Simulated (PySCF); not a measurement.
Gas-phase reaction: HSiNH2 + 2 SiH3 ⇌ trisilylamine

Method: PySCF energies plus ideal-gas RRHO corrections (1 bar). † marks an energy on the PBE0/def2-TZVP geometry and frequencies; other levels use their own. MP2 and CCSD(T) freeze the core. 6-31G* has spherical d functions here. Open shells (unrestricted): SiH3 (multiplicity 2); the rest are closed-shell singlets. B3LYP is the form with VWN-RPA correlation. HSiNH2: computed as isolated molecules; such fragments, hydroxides, amides, oligomers or adducts are transient or little studied in the gas. MP2 isn't extrapolated to the basis-set limit. CCSD(T) isn't extrapolated to the basis-set limit.

```csv
level,"ΔH°(298 K), kJ"
B3LYP/6-31G*,(withheld)
CCSD(T)/def2-SVP†,-536
M06-2X/def2-TZVP†,-580
MP2/def2-SVP†,-560
MP2/def2-TZVPP†,(withheld)
r2SCAN/def2-TZVP†,-562
LDA/def2-TZVP†,(withheld)
```

What belongs in the gaps?


- B3LYP/6-31G*, ΔH°(298 K), kJ: -517
- MP2/def2-TZVPP†, ΔH°(298 K), kJ: -598
- LDA/def2-TZVP†, ΔH°(298 K), kJ: -606
